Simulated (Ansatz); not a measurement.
We consider grey tin (α-Sn), described by PBE0-D3(BJ) (Ansatz, an electronic-structure program, PAW).

Input file:

Ansatz 0.2 input:
```yaml
crystal:
  lattice:
    - [0.0, 3.2250421215, 3.2250421215]
    - [3.2250421215, 0.0, 3.2250421215]
    - [3.2250421215, 3.2250421215, 0.0]
  atoms:
    - { symbol: Sn, position: [0.0, 0.0, 0.0] }
    - { symbol: Sn, position: [0.25, 0.25, 0.25] }
basis:
  ecutwfc: 460
  ecutrho_ratio: 4
  xc_grid: 2
kpoints:
  mp_grid: { grid: [8, 8, 8] }
hamiltonian:
  xc: pbe0
  dispersion: d3bj
  pseudopotentials: { kind: paw }
scf:
  occupations: { method: fermi_dirac, width: 0.01 }
  convergence: { dr2_threshold: 0.0000000002 }
output:
  forces: true
  stress: true
  eigenvalues: true
```

### Question
How many irreducible k-points, plane waves at Γ does the program set up, and what pressure does the run end with?

### Answer
29 irreducible k-points, 1459 plane waves at Γ; P = 0.30 GPa, so the cell is compressed on average and its volume would grow at this level.

Excerpt of the program's output:

```
WARN output.stress: scf.exx.energy_threshold = 1e-6 eV is looser than the 2e-8 eV advised for a stress under a hybrid functional (1e-8 eV for each atom of the …
Crystal: 2 atoms, lattice volume = 67.087 Å³
Basis set: ecut = 460 eV, 1459 PW (Γ), exchange–correlation on 64×64×64 points (8 copies of the dense FFT grid, shifted against one another)
Bands: 18, of which v1, the nominal top of the filled ones, is band 14 counted from 1 (13 counted from 0)
Symmetry: 48 space group operations
Space group: Fd-3m (ITA 227), of the structure as read, at distance tolerance 4.1e-5 Å
k-points: 29 of 512
Functional: x = pbe(κ = 0.804, μ = 0.2195149727645171), c = pbe(β = 0.06672455060314922), warm-up for x = 0.75 pbe(κ = 0.804, μ = 0.2195149727645171) + 0.25 exact, c = pbe(β = 0.06672455060314922)
SCF iter   1: F=—  HF=-12049.051735 eV  |F-HF|=—  |Δ(HF+E_count)|=         —  Δρ=6.49e-4  dr2=2.74e-4
SCF iter   2: F=—  HF=-12049.052858 eV  |F-HF|=—  |Δ(HF+E_count)|=   1.12e-3  Δρ=2.80e-4  dr2=6.02e-5
  ...
SCF 1 converged in 6 iterations: F = -12049.053021 eV  dr2 = 9.71e-11
Crystal: 2 atoms, lattice volume = 67.087 Å³
Initial density: handed on by an earlier stage of this run
Functional: x = 0.75 pbe(κ = 0.804, μ = 0.2195149727645171) + 0.25 exact, c = pbe(β = 0.06672455060314922)
SCF 2 converged in 8 iterations: F = -12055.883614 eV  dr2 = 3.46e-11
Crystal: 2 atoms, lattice volume = 67.087 Å³
SCF 3 converged in 7 iterations: F = -12055.895971 eV  dr2 = 7.18e-11
Crystal: 2 atoms, lattice volume = 67.087 Å³
Crystal: 2 atoms, lattice volume = 67.087 Å³
SCF iter   6: F=—  HF=-12055.897211 eV  |F-HF|=—  |Δ(HF+E_count)|=   7.20e-8  Δρ=9.51e-7  dr2=4.17e-10
SCF iter   7: F=-12055.897211 eV  HF=-12055.897211 eV  |F-HF|=3.64e-12  |Δ(HF+E_count)|=  6.91e-11  Δρ=9.84e-8  dr2=1.42e-10
SCF 5 converged in 7 iterations: F = -12055.897211 eV  dr2 = 1.42e-10
Free energy (F): -12055.897211 eV
Internal energy: -12055.897211 eV  (E = F + TS)
E sigma→0 (E₀):  -12055.897211 eV
Fermi energy:    7.873354 eV
--- Forces (eV/Å), atoms counted from 1 ---
  atom   1  Sn     0.00000000     0.00000000     0.00000000
  atom   2  Sn     0.00000000    -0.00000000    -0.00000000
--- Stress (GPa, compression-positive) ---
        0.302981       0.000000      -0.000000
        0.000000       0.302981       0.000000
        0.000000      -0.000000       0.302981
  P = ⅓ Tr σ = 0.3030 GPa (3.030 kbar)
```

The cell is one volume of an energy–volume scan, off the minimum.

The PAW data were made under PBE.

It cost about 2.5 core-minutes (a rough figure) of CPU time.
